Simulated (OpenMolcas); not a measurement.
**Si2 (disilicon), step by step**

Aim: the energy (ROHF/STO-3G), then the energy (FCI/STO-3G) of Si2 (disilicon). 

The results are computed with OpenMolcas 26.06.

3 further runs of the same task are left out: 1 that didn't finish, 2 set aside as unsound or not needed.

### 1 The system as given

Si2 has 2 atoms, charge 0, and is taken as a triplet. As SMILES, `[Si]=[Si]`. The Si1–Si2 distance was set to 3.805 Å, away from the relaxed value.

### 2 The energy at ROHF/STO-3G (run 1)

step1.input

```
* Si2 Hartree-Fock
>>> EXPORT MOLCAS_PRINT=2
&GATEWAY
BASLIB=$CurrDir
COORD
2
angstrom
Si       0.000000       0.000000      -1.630690
Si       0.000000       0.000000       2.174210
BASIS=STO-3G
GROUP=NoSym
&SEWARD
&SCF
UHF
SPIN=3
PRORBITALS=1 1
&RASSCF
FILEORB=$Project.UnaOrb
SPIN=3
NACTEL=2 0 0
INACTIVE=13
RAS2=2
OUTORBITALS=Canonical
ORBLISTING=Nothing
```

The basis set STO-3G is read from a file made from the Basis Set Exchange's data (not shown).

Started as:

```console
export MOLCAS_MEM=1860
pymolcas step1.input > step1.log
```

What it wrote:

```text
--- Start Module: gateway ---
[...]
--- Stop Module: gateway /rc=_RC_ALL_IS_WELL_ ---
[...]
      Basis functions           18
[...]
--- Start Module: scf ---
[...]
       Convergence after  13 Iterations
[...]
::    Total SCF energy                               -570.6718295208
[...]
      Total spin, S                                     1.0001033187
[...]
--- Stop Module: scf /rc=_RC_ALL_IS_WELL_ ---
--- Start Module: rasscf ---
[...]
      Number of active orbitals                  2
[...]
      Spin quantum number                      1.0
[...]
      Active orbitals                            2
[...]
      Number of CSFs                             1
[...]
      Number of root(s) required                 1
[...]
      Convergence after  5 iterations
[...]
      printout of CI-coefficients larger than  0.05 for root  1
      energy=    -570.671772
      conf/sym  11     Coeff  Weight
             1  uu   1.00000 1.00000
      Natural orbitals and occupation numbers for root  1
      sym 1:   1.000000   1.000000
      ************************************************************************************************************************
      *                                                    Final results                                                     *
[...]
::    RASSCF root number  1 Total energy:   -570.67177187
[...]
      Total electronic charge=   28.000000
      Total            charge=   -0.000000
[...]
      Dipole Moment (debye):
      Origin of the operator (angstrom)=    0.0000    0.0000    0.2718
                   X=  1.8488E-15               Y=  2.2437E-13               Z= -2.1579E-07           Total=  2.1579E-07
      Quadrupole Moment (debye*angstrom):
[...]
--- Stop Module: rasscf /rc=_RC_ALL_IS_WELL_ ---
[...]
```

It took 2.3 s on 1 thread of Arm Neoverse V1, shared host; peak memory 0.37 GiB.

### 3 A single-point energy at FCI/STO-3G (run 2)

step2.input

```
* Si2 full CI
&gateway
baslib = $CurrDir
coord
2
angstrom
Si       0.000000       0.000000      -1.630690
Si       0.000000       0.000000       2.174210
basis = STO-3G
group = NoSym
&seward
&rasscf
fileorb = $CurrDir/step1.RasOrb
spin = 3
nactel = 8 0 0
inactive = 10
ras2 = 8
ciroot = 3 3 1
orblisting = Nothing
orbappear = Compact
cionly
```

The basis set STO-3G is read from a file made from the Basis Set Exchange's data (not shown).

Started as:

```console
export MOLCAS_MEM=1860
pymolcas step2.input > step2.log
```

What it wrote:

```text
--- Start Module: gateway ---
[...]
--- Stop Module: gateway /rc=_RC_ALL_IS_WELL_ ---
--- Start Module: seward ---
[...]
      Basis functions           18
--- Stop Module: seward /rc=_RC_ALL_IS_WELL_ ---
--- Start Module: rasscf ---
[...]
      Number of active orbitals                  8
[...]
      Spin quantum number                      1.0
[...]
      Active orbitals                            8
[...]
      Number of CSFs                          2352
[...]
      Number of root(s) required                 3
[...]
      printout of CI-coefficients larger than  0.05 for root  1
      energy=    -570.961383
      conf/sym  11111111     Coeff  Weight
             1  222uu000   0.44880 0.20142
            22  222000uu  -0.40968 0.16784
            27  22ud0u0u  -0.22744 0.05173
            87  22uu0d0u  -0.11896 0.01415
            90  22uu0u0d   0.36576 0.13378
           176  22u0duu0   0.22744 0.05173
[...]
      Natural orbitals and occupation numbers for root  1
      sym 1:   1.965778   1.963526   1.182479   0.536502   0.536502   0.817791   0.498711   0.498711
      Natural orbitals and occupation numbers for root  2
      sym 1:   1.965735   1.963521   1.180181   0.526686   0.526686   0.820120   0.508536   0.508536
      Natural orbitals and occupation numbers for root  3
      sym 1:   1.965781   1.963594   1.070399   0.574590   0.574590   0.744233   0.553406   0.553406
      ************************************************************************************************************************
      *                                                    Final results                                                     *
[...]
::    RASSCF root number  1 Total energy:   -570.96138311
::    RASSCF root number  2 Total energy:   -570.96103379
::    RASSCF root number  3 Total energy:   -570.96102158
[...]
      Total electronic charge=   28.000000
      Total            charge=   -0.000000
[...]
      Dipole Moment (debye):
      Origin of the operator (angstrom)=    0.0000    0.0000    0.2718
                   X=  1.1868E-13               Y=  2.9205E-14               Z=  7.3985E-11           Total=  7.3985E-11
      Quadrupole Moment (debye*angstrom):
[...]
--- Stop Module: rasscf /rc=_RC_ALL_IS_WELL_ ---
[...]
```

Run time: 2 s. Hardware: 1 thread of Arm Neoverse V1, shared host; peak memory 0.37 GiB.

The roots found:

| excited state | energy (eV) |
| --- | --- |
| 1 | 0.010 |
| 2 | 0.010 |

### 4 Outcome

```
                                                            quantity          value
                                    run 1, ROHF/STO-3G: total energy  -570.67177 Eh
                                   run 1, ROHF/STO-3G: dipole moment         0.00 D
                                     run 2, FCI/STO-3G: total energy  -570.96138 Eh
run 2, FCI/STO-3G: lowest excitation energy within this active space        0.01 eV
```

What this shows: The run (run 1, ROHF/STO-3G) may have ended on a state above the lowest. Excitation energies in a minimal basis are rough.
